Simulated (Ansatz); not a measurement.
Two isomers of C3H6FN: A = `C/N=C(/C)F`, B = `C=C(F)NC`.

Computed with Ansatz on PBE0-D4/def2-TZVP structures; ΔE is electronic, products minus reactants. CCSD(T)/CBS is the MP2 limit (def2-TZVPP, def2-QZVPP) plus CCSD(T) − MP2 in def2-TZVPP, frozen cores. DFT in def2-TZVPP. B3LYP here is the variant with VWN-RPA as its local correlation; programs differ in this. One conformer a species, not always the lowest.

(1) Which isomer does CCSD(T)/CBS put lower? Give the gap. (Best estimate.)

(2) Give E(B) − E(A) in kJ/mol with ωB97M-V, HF/def2-TZVPP, B3LYP-D4, PBE-D4, MP2/def2-TZVPP, r2SCAN-D4, BLYP-D4. (Estimate.)

(3) Does the order hold for the free energy at 298.15 K (harmonic terms from PBE0-D4)? (Estimate.)

Largest T1 diagnostic: 0.012.

Results:

(1) Ansatz gave: A, by 53.2 kJ/mol.

(2) Computed: ωB97M-V 51.0, HF/def2-TZVPP 52.9, B3LYP-D4 50.8, PBE-D4 52.2, MP2/def2-TZVPP 55.3, r2SCAN-D4 52.3, BLYP-D4 53.4. None reverses the order clearly.

(3) The calculation gave: Yes: G(B) − G(A) = +56.1 kJ/mol, for one conformer each.

Leaving LDA and LC-ωPBE aside and taking each functional with its dispersion term where it has one, the values, not all of them listed here, spread over 5.3 kJ/mol, from BHLYP-D4 to ωB97X-V. LDA lies −9.7 kJ/mol from PBE without D4. At CCSD(T), def2-SVP lies +8.1 kJ/mol from the extrapolated value and def2-TZVPP +2.6 kJ/mol.
